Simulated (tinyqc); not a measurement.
Worked calculation: UHF in the sto-3g basis, for HF, spin multiplicity 1. This run ends on a higher stationary point, not on the lowest solution. One step of it, computed by the program tinyqc.

Task: Iteration 2: diagonalisation and new density. Diagonalise F' = X^T F X, C = X C', fill 5 alpha and 5 beta electrons from the bottom; D(s) = C_occ C_occ^T. Each column has its largest component positive (the first on a tie).

extrapolated F(alpha) (hartree), order 1F 1s, 1F 2s, 1F 2px, 1F 2py, 1F 2pz, 2H 1s:
```
[[-25.773835, -6.595297, -0.000015, 0.000082, -0.002440, -0.305993],
 [-6.595297, -2.938735, -0.000957, 0.005145, -0.017234, -0.308769],
 [-0.000015, -0.000957, -0.384271, -0.021668, -0.031755, 0.011735],
 [0.000082, 0.005145, -0.021668, -0.271796, 0.170742, -0.063097],
 [-0.002440, -0.017234, -0.031755, 0.170742, -0.233266, -0.208465],
 [-0.305993, -0.308769, 0.011735, -0.063097, -0.208465, -0.137190]]
```

extrapolated F(beta) (hartree), order 1F 1s, 1F 2s, 1F 2px, 1F 2py, 1F 2pz, 2H 1s:
```
[[-25.773835, -6.595297, 0.000015, -0.000082, -0.002440, -0.305993],
 [-6.595297, -2.938735, 0.000957, -0.005145, -0.017234, -0.308769],
 [0.000015, 0.000957, -0.384271, -0.021668, 0.031755, -0.011735],
 [-0.000082, -0.005145, -0.021668, -0.271796, -0.170742, 0.063097],
 [-0.002440, -0.017234, 0.031755, -0.170742, -0.233266, -0.208465],
 [-0.305993, -0.308769, -0.011735, 0.063097, -0.208465, -0.137190]]
```

X, order 1F 1s, 1F 2s, 1F 2px, 1F 2py, 1F 2pz, 2H 1s:
```
[[1.022302, -0.124416, 0.000000, 0.000000, -0.000926, 0.007748],
 [-0.124416, 1.030240, 0.000000, 0.000000, 0.007434, -0.073803],
 [0.000000, 0.000000, 1.000000, 0.000000, 0.000000, 0.000000],
 [0.000000, 0.000000, 0.000000, 1.000000, 0.000000, 0.000000],
 [-0.000926, 0.007434, 0.000000, 0.000000, 1.006840, -0.068211],
 [0.007748, -0.073803, 0.000000, 0.000000, -0.068211, 1.014628]]
```

Give: F' = X^T F X; orbital energies; coefficients C; F' = X^T F X; orbital energies; coefficients C; D(alpha) after iteration 2; D(beta) after iteration 2.

Result:

F' = X^T F X (alpha) (hartree):
```
[[-25.3083, -3.3754, 0.0002, -0.0012, -0.0068, -0.0062],
 [-3.3754, -1.7868, -0.0021, 0.0112, 0.0018, -0.1416],
 [0.0002, -0.0021, -0.3843, -0.0217, -0.0328, 0.0141],
 [-0.0012, 0.0112, -0.0217, -0.2718, 0.1763, -0.0760],
 [-0.0068, 0.0018, -0.0328, 0.1763, -0.2085, -0.1896],
 [-0.0062, -0.1416, 0.0141, -0.0760, -0.1896, -0.0822]]
```

orbital energies (alpha) (hartree): [-25.7831, -1.3280, -0.4342, -0.3883, -0.2449, 0.1365]

coefficients C (alpha), order 1F 1s, 1F 2s, 1F 2px, 1F 2py, 1F 2pz, 2H 1s:
```
[[0.9950, -0.2631, 0.0117, 0.0000, 0.0253, 0.0244],
 [0.0202, 1.0224, -0.0545, 0.0000, -0.1296, -0.1300],
 [0.0000, 0.0010, 0.1212, 0.9831, -0.1160, 0.0727],
 [0.0000, -0.0054, -0.6516, 0.1828, 0.6238, -0.3909],
 [0.0003, 0.0175, 0.7033, 0.0000, 0.3317, -0.6431],
 [-0.0016, 0.0402, 0.1800, 0.0000, 0.6609, 0.7542]]
```

F' = X^T F X (beta) (hartree):
```
[[-25.3083, -3.3754, -0.0002, 0.0012, -0.0068, -0.0062],
 [-3.3754, -1.7868, 0.0021, -0.0112, 0.0018, -0.1416],
 [-0.0002, 0.0021, -0.3843, -0.0217, 0.0328, -0.0141],
 [0.0012, -0.0112, -0.0217, -0.2718, -0.1763, 0.0760],
 [-0.0068, 0.0018, 0.0328, -0.1763, -0.2085, -0.1896],
 [-0.0062, -0.1416, -0.0141, 0.0760, -0.1896, -0.0822]]
```

orbital energies (beta) (hartree): [-25.7831, -1.3280, -0.4342, -0.3883, -0.2449, 0.1365]

coefficients C (beta), order 1F 1s, 1F 2s, 1F 2px, 1F 2py, 1F 2pz, 2H 1s:
```
[[0.9950, -0.2631, 0.0117, 0.0000, 0.0253, 0.0244],
 [0.0202, 1.0224, -0.0545, 0.0000, -0.1296, -0.1300],
 [0.0000, -0.0010, -0.1212, 0.9831, 0.1160, -0.0727],
 [0.0000, 0.0054, 0.6516, 0.1828, -0.6238, 0.3909],
 [0.0003, 0.0175, 0.7033, 0.0000, 0.3317, -0.6431],
 [-0.0016, 0.0402, 0.1800, 0.0000, 0.6609, 0.7542]]
```

D(alpha) after iteration 2, order 1F 1s, 1F 2s, 1F 2px, 1F 2py, 1F 2pz, 2H 1s:
```
[[1.0600, -0.2528, -0.0018, 0.0095, 0.0123, 0.0066],
 [-0.2528, 1.0655, 0.0095, -0.0508, -0.0633, -0.0543],
 [-0.0018, 0.0095, 0.9947, 0.0284, 0.0468, -0.0548],
 [0.0095, -0.0508, 0.0284, 0.8472, -0.2514, 0.2948],
 [0.0123, -0.0633, 0.0468, -0.2514, 0.6049, 0.3465],
 [0.0066, -0.0543, -0.0548, 0.2948, 0.3465, 0.4709]]
```

D(beta) after iteration 2, order 1F 1s, 1F 2s, 1F 2px, 1F 2py, 1F 2pz, 2H 1s:
```
[[1.0600, -0.2528, 0.0018, -0.0095, 0.0123, 0.0066],
 [-0.2528, 1.0655, -0.0095, 0.0508, -0.0633, -0.0543],
 [0.0018, -0.0095, 0.9947, 0.0284, -0.0468, 0.0548],
 [-0.0095, 0.0508, 0.0284, 0.8472, 0.2514, -0.2948],
 [0.0123, -0.0633, -0.0468, 0.2514, 0.6049, 0.3465],
 [0.0066, -0.0543, 0.0548, -0.2948, 0.3465, 0.4709]]
```
